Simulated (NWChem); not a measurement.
Everything below was run with NWChem. System: Al (-1), charge -1, spin multiplicity 3. Its SCF solution wasn't tested for a lower state. Level: UMP2/def2-TZVPD, 5 core orbitals frozen.

Job file:

```
start mol
memory heap 200 mb stack 900 mb global 1100 mb
charge -1
geometry units angstroms nocenter noautoz
  Al     0.000000     0.000000     0.000000
  symmetry group D2h
end
basis spherical
  * library def2-tzvpd
end
scf
  uhf
  nopen 2
  maxiter 100
  thresh 1e-7
  semidirect memsize 60000000 filesize 0
  # guess.movecs holds the orbitals of an unrestricted PBE0 run
  vectors input guess.movecs output mol.movecs
end
mp2
  freeze core 5
end
task mp2 energy
```

Part of the output:

```
             Northwest Computational Chemistry Package (NWChem) 7.3.0
             --------------------------------------------------------

                                NWChem Input Module
                                -------------------

 Scaling coordinates for geometry "geometry" by  1.889725989
 (inverse scale =  0.529177249)

                             Geometry "geometry" -> ""
                             -------------------------

 Output coordinates in angstroms (scale by  1.889725989 to convert to a.u.)

  No.       Tag          Charge          X              Y              Z
 ---- ---------------- ---------- -------------- -------------- --------------
    1 Al                  13.0000     0.00000000     0.00000000     0.00000000

 Effective nuclear repulsion energy (a.u.)       0.0000000000

            Nuclear Dipole moment (a.u.)
            ----------------------------
        X                 Y               Z
 ---------------- ---------------- ----------------
     0.0000000000     0.0000000000     0.0000000000

      Symmetry information
      --------------------

 Group name             D2h
 Group number             26
 Group order               8
 No. of unique centers     1

      Symmetry unique atoms

     1


 Summary of "ao basis" -> "" (spherical)
 ------------------------------------------------------------------------------
       Tag                 Description            Shells   Functions and Types
 ---------------- ------------------------------  ------  ---------------------
 *                         def2-tzvpd                 on all atoms

 Summary of "ao basis" -> "ao basis" (spherical)
 ------------------------------------------------------------------------------
       Tag                 Description            Shells   Functions and Types
 ---------------- ------------------------------  ------  ---------------------
 Al                        def2-tzvpd               15       43   6s5p3d1f

                                 NWChem SCF Module
                                 -----------------

  ao basis        = "ao basis"
[...]
  AO/Fock/Back tols     =   1.0D-09  1.0D-09  1.0D-09

 GA uses MA = F    GA memory limited = T

 Available:
  local mem=  1.26D+08
 global mem=  1.44D+08
 local disk=  0.00D+00
  mp2_memr nvloc                    35
  nvloc new                    35
   1 passes of   3:        3145728                       9019                    340945.
   1 passes of   3: M    126153408           G      144175502           F     123007680.

 Semi-direct pass number   1 of   1  for UHF alpha       at        0.3s
  vrange nnbf                   946
  mp2_eaftype                    10  avail_ma_in_mb                  1099
 EAF : mp2_eaftype filesize          10     170473.
  mp2_eaf for mointskh                     10
Node 0 wrote      0.8 Mb in      0.0 s     Agg I/O rate:  1989.4 Mb/s
 Done moints_semi at        0.6s
  mp2_eaftype                    10  avail_ma_in_mb                  1089
 EAF : mp2_eaftype filesize          10     170473.
  mp2_eaf for kh                    10
 Done maket at        0.6s
 Done multipass loop at        0.6s

 GA uses MA = F    GA memory limited = T

 Available:
  local mem=  1.26D+08
 global mem=  1.44D+08
 local disk=  0.00D+00
  mp2_memr nvloc                    37
  nvloc new                    37
   1 passes of   1:        3145728                       5621                    122230.
   1 passes of   1: M    126153408           G      144175502           F     123007680.

 Semi-direct pass number   1 of   1  for UHF beta        at        0.7s
  vrange nnbf                   946
  mp2_eaftype                    10  avail_ma_in_mb                  1099
 EAF : mp2_eaftype filesize          10      61115.
  mp2_eaf for mointskh                     10
Node 0 wrote      0.3 Mb in      0.0 s     Agg I/O rate:  1572.7 Mb/s
 Done moints_semi at        1.0s
  mp2_eaftype                    10  avail_ma_in_mb                  1089
 EAF : mp2_eaftype filesize          10      61115.
  mp2_eaf for kh                    10
 Done maket at        1.0s
 Done multipass loop at        1.0s

          -------------------------------------------
          SCF energy                -241.864217840818
          Correlation energy          -0.047041452726
          Singlet pairs                0.000000000000
          Triplet pairs                0.000000000000
          Total MP2 energy          -241.911259293544
          -------------------------------------------

          ---------------------------------------------------
                    Spin Component Scaled (SCS) MP2
          Same spin pairs                     -0.008454353534
          Same spin scaling factor             0.333333333333
          Opposite spin pairs                 -0.038587099192
          Opposite spin scaling fact.          1.200000000000
          SCS-MP2 correlation energy          -0.049122636875
          Total SCS-MP2 energy              -241.913340477693
          ---------------------------------------------------

 -----------------------
 Performance information
 -----------------------

 Timer overhead =  1.16D-07 seconds/call

               Nr. of calls         CPU time (s)                 Wall time (s)                GFlops
             ---------------    -------------------     ------------------------------   -------------------
Name         Min   Avg   Max    Min     Avg     Max     Min     Avg     Max   Mx/calls   Min     Max     Sum
mp2: moin     2     2     2   0.64    0.64    0.64     0.64    0.64    0.64    0.32      0.0     0.0     0.0
mp2: make     2     2     2   4.11E-3 4.11E-3 4.11E-3  4.11E-3 4.11E-3 4.11E-3 2.05E-3   0.0     0.0     0.0
mp2: tota     1     1     1   0.70    0.70    0.70     0.70    0.70    0.70    0.70      0.0     0.0     0.0

 The average no. of pstat calls per process was 5.00D+00
 with a timing overhead of 5.80D-07s

 Task  times  cpu:        1.0s     wall:        1.0s

 Total times  cpu:        1.0s     wall:        1.0s
```
